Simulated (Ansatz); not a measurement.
**Multireference treatment of C3H3N, singlet**

Program: Ansatz, Gaussian basis, development build. Basis cc-pVTZ, nonrelativistic, no frozen core. State-specific CASSCF; RHF is the lowest restricted (open-shell) Hartree–Fock solution met. No symmetry is imposed, so a solution can break that of the shape. The lowest solution met needn't be the lowest there is, nor hold the orbitals that a chemist would pick.

Geometry:

```xyz
7

C    -0.1778   -1.8025    0.0000
C     0.6435   -0.5775    0.0000
C     0.0000    0.8605    0.0000
H    -1.3697   -1.7580    0.0000
H     0.3366   -2.8780    0.0000
H     1.8368   -0.6293    0.0000
N    -0.5140    2.0546    0.0000
```

Q: What do CASSCF and its corrections give against RHF in CAS(4,4), and what are the occupations?

A: CASSCF -2.653 eV, SC-NEVPT2 -19.962 eV; occupations 1.91, 1.91, 0.09, 0.09.

Q: Roughly how much CPU time does a whole run from the default start take (median of such runs, summed over threads; nearly all runs on one pinned thread of a shared server, mostly Xeon at 2.3 to 2.6 GHz, by a development driver)?

A: CAS(4,4): about 7.9 s. Other jobs ran beside these, and the count of passes differs.
